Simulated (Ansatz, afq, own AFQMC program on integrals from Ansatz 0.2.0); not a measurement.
AFQMC on a folder of integrals that Ansatz 0.2.0 wrote.

```yaml
crystal:
  periodic: [false, false, false]
  atoms:
    - {symbol: Si, position_ang: [-1.576355, 0.000000, 0.000000]}
    - {symbol: H, position_ang: [-2.071227, 1.399708, 0.000000]}
    - {symbol: H, position_ang: [-2.071226, -0.699854, 1.212183]}
    - {symbol: H, position_ang: [-2.071227, -0.699854, -1.212182]}
    - {symbol: H, position_ang: [-0.091740, 0.000000, 0.000000]}
    - {symbol: Si, position_ang: [1.802645, 0.000000, 0.000000]}
basis:
  gaussian: {orbitals: cc-pVTZ}
magnetization: {spin_polarized: true, initial_magnetization: 2}
correlation: {method: ccsd_t, electrons: outside_noble_gas, hamiltonian_folder: ham}
```

```sh
$ ansatz run in.yaml --threads 1 --pin off --events-out ev --progress --plain --max-ram 16896MiB --backend cuda --devices 0, --max-vram 18GiB
```

afq runs on the folder ham with

```
--method phaseless --trial cisd --walkers 600 --populations 10 --least-time 60 --time-step 0.005 --steps-per-block 50 --equilibration-blocks 28 --max-blocks 4000 --target-error 0.00021 --factor-cut 1e-05 --start spin_pure --seed 3082 --release-times 0.24,0.51,0.99,1.62,2.4 --release-step 0.03 --release-every 3 --taylor-order 6
```

Times are imaginary, in 1/Eh. The walk had a cap of 225 s. With eight or more populations the least sampling time is a fifth of least-time, and the error comes from their spread.

Log:

```
orbitals 114  electrons 7 5  factors 699 of 712
reference energy -580.11313416 Eh
CCSD correlation -0.25475493 Eh in 12 cycles, weight of the determinant in the CISD state 0.8525
energy of the start -580.366203 Eh
 block  time / (1/Eh)  mean weight  energy / Eh
     1     0.250  0.9993  -580.362633
     2     0.500  1.0000  -580.363914
     3     0.750  0.9999  -580.366179
     4     1.000  1.0005  -580.368118
     5     1.250  1.0003  -580.370133
    10     2.500  1.0002  -580.374545
    25     6.250  1.0001  -580.378064
    40    10.000  1.0000  -580.377016
    55    13.750  1.0002  -580.377950
    70    17.500  1.0003  -580.377523
    85    21.250  0.9996  -580.377072
   100    25.000  1.0006  -580.375696
   103    25.750  0.9989  -580.380789
   115    28.750  1.0003  -580.377517
   130    32.500  0.9990  -580.376990
   145    36.250  1.0005  -580.377406
   151    37.750  1.0005  -580.374339
   157    39.250  1.0000  -580.376847
error from the spread of 10 populations
released: time / (1/Eh)  energy / Eh  error  mean overlap
  0.24  -580.377393  0.000216  0.9929
  0.51  -580.377459  0.000186  0.9873
  0.99  -580.377557  0.000188  0.9801
  1.62  -580.377630  0.000151  0.9758
  2.40  -580.378358  0.000262  0.9479
energy -580.377177 +/- 0.000201 Eh
(rows thinned)
```

The run passed its tests (sampling time, drift between the halves within three errors, error under three times the target), which doesn't prove that it has relaxed.

Against this walk (error 5.5 meV) on the same determinant: CCSD(T) 35.6 meV higher. The error is statistical and leaves out the bias of the constraint. None of these is a sure reference here. The released energies are still falling (meV from the phaseless value at times in 1/Eh: -6 ± 6 at 0.24, -8 ± 5 at 0.51, -10 ± 5 at 0.99, -12 ± 4 at 1.62, -32 ± 7 at 2.40), so they give no level; they do show a bias of the constraint, and the last of them that isn't too noisy lies 68 meV below CCSD(T).

Cautions: constraint bias not in the error; lower spins were not checked.

The walk took 92 s on 1 × NVIDIA H100 80GB HBM3 with 2 threads of AMD EPYC 7R13 Processor (Zen 3), on a shared host (the card was shared). The log's last line is the phaseless energy.

A walk keeps the symmetry of its determinant, which the program's search chose and which needn't be the lowest solution, so a lower state of the same spin and another symmetry isn't excluded.
